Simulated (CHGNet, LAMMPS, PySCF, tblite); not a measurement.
## Ladder of methods for the cohesive energy of rock-salt LiCl

Reference value: 3.59 eV/atom (measured, static lattice: zero-point vibration energy added; as tabulated in Mejia-Rodriguez and Trickey (2018), arXiv:1807.09216).

```tsv
level (code)	value (eV/atom)	cell (Å³/atom)
EIM (LAMMPS)	3.58	16.91
GFN1-xTB (tblite)	4.43	14.73
CHGNet-r²SCAN	3.61	16.46
PBE0 (PySCF)	___	16.68
Hartree–Fock (PySCF)	2.77 ± 0.05	18.03
MP2 (PySCF)	___	15.75
CCSD(T) (PySCF)	3.66 ± 0.1	16.20
```

**Question.** Complete the blanks.

**Answer.** 
- PBE0 (PySCF), value (eV/atom): 3.37 ± 0.04
- MP2 (PySCF), value (eV/atom): 3.76 ± 0.1

Errors against the reference: EIM -0.01 eV/atom, GFN1-xTB +0.84 eV/atom, CHGNet-r²SCAN +0.02 eV/atom, PBE0 -0.22 eV/atom, Hartree–Fock -0.82 eV/atom, MP2 +0.17 eV/atom, CCSD(T) +0.07 eV/atom.

Leaving aside GFN1-xTB (doubt noted below), CHGNet-r²SCAN (doubt noted below): Once the reference is moved by up to 0.03 eV/atom (a margin picked here for doubts on the reference and the settings) and values within 0.03 eV/atom count as equal, the nearest can be EIM (-0.01 eV/atom) or CCSD(T) (+0.07 eV/atom). Farthest off among them: Hartree–Fock (-0.82 eV/atom). Within 0.3 eV/atom: EIM, PBE0, MP2, CCSD(T).

A ± on a computed value is a rough bar: the spread of its extrapolation, a floor set from checks against published values, or a statistical error. GFN1-xTB: the free atoms are run in the same model without spin. GFN1-xTB: the method was fitted mainly to molecules. GFN1-xTB: the run uses a supercell at the zone centre in place of a k mesh. CHGNet-r²SCAN: free atoms can lie outside what these potentials were trained on. Each level is taken at its own relaxed cell.

Empirical potentials (EIM) are fitted to chosen data: where that held the value shown, agreement is built in, and what lay outside the fit can be far off. Machine-learned potentials (CHGNet-r²SCAN) are trained on DFT data: a solid inside that data is no test of them.

Differences are worked out from the printed values.
